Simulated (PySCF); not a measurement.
Gas-phase reaction: 5 CH₂Cl₂ = 4 HCl + 2 CH₃ + 3 CCl₂

Method: PySCF energies (xtb for GFN2) plus ideal-gas RRHO corrections (1 bar). 'Table' is the NASA 1993 thermochemical table (part measured, part estimated). † marks an energy on the PBE0/def2-TZVP geometry and frequencies; other levels use their own. CCSD(T) freezes the core. 6-31G* has spherical d functions here. Open shells (unrestricted): CH₃ (multiplicity 2); the rest are closed-shell singlets. GFN2 has no spin-polarisation term. B3LYP is the form with VWN-RPA correlation. CCSD(T) isn't extrapolated to the basis-set limit. The table's entry may be an old estimate for CCl₂ (not checked at source). Warning, large T1 diagnostic: CCl₂ (CCSD(T)/def2-TZVPP†).

| level | ΔH°(298 K), kJ |
|---|---|
| table | 1117.0 |
| B3LYP/6-31G* | 1148.8 |
| CCSD(T)/def2-TZVPP† | 1051.8 |
| GFN2-xTB | [?] |
| PBE/def2-TZVP† | [?] |
| PBE0/def2-TZVP | [?] |

Some entries are withheld; supply them.


- GFN2-xTB, ΔH°(298 K), kJ: 1172.4
- PBE/def2-TZVP†, ΔH°(298 K), kJ: 1062.5
- PBE0/def2-TZVP, ΔH°(298 K), kJ: 1116.9
